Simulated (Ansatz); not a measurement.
in.yaml

```yaml
crystal:
  periodic: [false, false, false]
  atoms:
    - {symbol: Al, position_ang: [0.000000, -0.004917, 0.701378]}
    - {symbol: N, position_ang: [0.000000, 0.147844, -1.201471]}
    - {symbol: H, position_ang: [0.000000, -1.922851, -2.079096]}
basis:
  gaussian: {orbitals: 6-31G}
magnetization: {spin_polarized: false, initial_magnetization: 3}
correlation: {method: ccsdtq, electrons: outside_noble_gas}
```

```sh
$ ansatz run in.yaml --threads 1 --pin off --events-out ev --progress --plain --max-ram 2393MiB
```

The program prints:

```
516 factors; integrals over basis functions are off by at most 1.3e-7 eV
mean field evaluation 1: about -8070.8493 eV, gradient 1.8e1 eV
mean field evaluation 2: about -8070.8885 eV, gradient 1.8e1 eV
mean field evaluation 4: about -8073.2948 eV, gradient 4.1e0 eV
mean field evaluation 8: about -8074.1812 eV, gradient 9.5e-1 eV
mean field evaluation 16: about -8074.1448 eV, gradient 7.1e-1 eV
mean field evaluation 32: about -8073.2548 eV, gradient 4.1e0 eV
mean field evaluation 64: about -8074.1615 eV, gradient 4.0e-1 eV
mean field evaluation 96: about -8070.6663 eV, gradient 3.9e0 eV
mean field evaluation 128: about -8073.9796 eV, gradient 8.9e-1 eV
mean field evaluation 160: about -8074.5349 eV, gradient 7.5e-1 eV
...
cycle  45  -3.61450953 eV  change    3.3e-6 eV  update   2.7e-6
cycle  46  -3.61450722 eV  change    2.3e-6 eV  update   2.0e-6
cycle  47  -3.61450557 eV  change    1.7e-6 eV  update   1.6e-6
cycle  48  -3.61450503 eV  change    5.3e-7 eV  update   1.2e-6
cycle  49  -3.61450544 eV  change   -4.1e-7 eV  update   8.9e-7
cycle  50  -3.61450603 eV  change   -5.8e-7 eV  update   8.0e-7
cycle  51  -3.61450647 eV  change   -4.4e-7 eV  update   5.5e-7
cycle  52  -3.61450691 eV  change   -4.4e-7 eV  update   4.2e-7
cycle  53  -3.61450757 eV  change   -6.6e-7 eV  update   3.5e-7
cycle  54  -3.61450785 eV  change   -2.8e-7 eV  update   2.3e-7
Total energy: -8077.73616576 eV, -296.8513288054 hartree
```

For the same geometry and basis full CI lies 0.6 meV lower.

Ran on 1 thread of Arm Neoverse V2, shared host: 52 s wall, 0.26 GiB peak host memory.
